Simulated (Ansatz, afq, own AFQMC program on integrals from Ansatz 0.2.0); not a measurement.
# BSiH, triplet in 6-31G, levels against full CI

```xyz
3

Si    0.0000    0.0000    0.1742
B     0.0000    0.0000   -1.8643
H     0.0000    0.0000    1.6901
```

Connectivity, by distances: SiH–B.

Basis 6-31G. Only valence electrons are correlated. Ansatz 0.2.0 and our own AFQMC program on the same integrals; the CISD trial comes from CCSD amplitudes, and released means the phaseless constraint is let go. ± is one standard error of the sampling.

Determinant: UHF, the one that the program's search chose, which needn't be the lowest solution. The geometry is a PBE0/def2-TZVP stationary point of this or a neighbouring charge and spin state.

Full CI on the same integrals is exact in this basis and with this determinant's frozen core.

Cautions: strong correlation (T1 0.098, weight of the determinant 0.75, largest double 0.09); unrestricted determinant spin contaminated (⟨S²⟩ 2.32 against 2.00); the ph-AFQMC/HF walk drifts between its halves (2.2 errors); the ph-AFQMC/CISD walk drifts between its halves (2.1 errors).

```
T1 diagnostic                               : 0.0978
weight of the determinant in the CISD state : 0.750
⟨S²⟩ of the determinant                     : 2.320
size of the correlated space                : 8 electrons in 18 orbitals
```

```
  level  correlation energy (eV)
    MP2                  -1.7669
   CCSD                  -2.8594
CCSD(T)                  -2.9723
```

Question: Estimate where full CI lies against CCSD(T) on the same integrals.

Answer: 5.4 kJ/mol below CCSD(T).

Reference: full CI, correlation energy -3.028 eV. The released energy is read at 2.40 1/Eh (meV from the phaseless value at times in 1/Eh: 2 ± 8 at 0.24, -1 ± 10 at 0.51, -11 ± 7 at 0.99, -29 ± 10 at 1.62, -25 ± 11 at 2.40). The cautions show a poor starting determinant, so the rows tell how each method copes with it here, and full CI is the sure value.

```tsv
level	E − E(reference) (kJ/mol)	share of correlation (%)
CCSD(T)	5.4	98.17
CCSDT	0.9	99.70
CCSDT(Q)	0.0	99.98
CCSDTQ	0.0	99.99
ph-AFQMC/HF	13.9 ± 2.3	95.26
ph-AFQMC/CISD	3.7 ± 0.9	98.72
released AFQMC	1.3 ± 1.1	99.54
```

CCSDT and higher add their correlation energy to the determinant of the CCSD(T) run, since their own runs factorise the integrals more tightly (a shift of under 2 meV). Released energies are given only where the last usable release times agree within the noise; a slower fall can still hide under it.
